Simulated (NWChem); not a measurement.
Extrapolating the UMP2 correlation energy of F (+1)

```
F
```
Charge +1, spin multiplicity 3.

All runs are NWChem calculations.

The correlated methods keep 1 core orbital frozen. No SCF solution was tested for a lower state. Open-shell Hartree-Fock references start from PBE0 orbitals.

Worked example. The UMP2 correlation energy is -143.23 mHa in cc-pVTZ and -159.01 mHa in cc-pVQZ. The form E(X) = E∞ + A/X³ turns the pair into an estimate of the basis-set limit.

E∞ = (4³·(-159.01) − 3³·(-143.23))/(4³ − 3³) = -170.5 mHa. The larger basis holds 93 % of that. This is a two-point estimate.
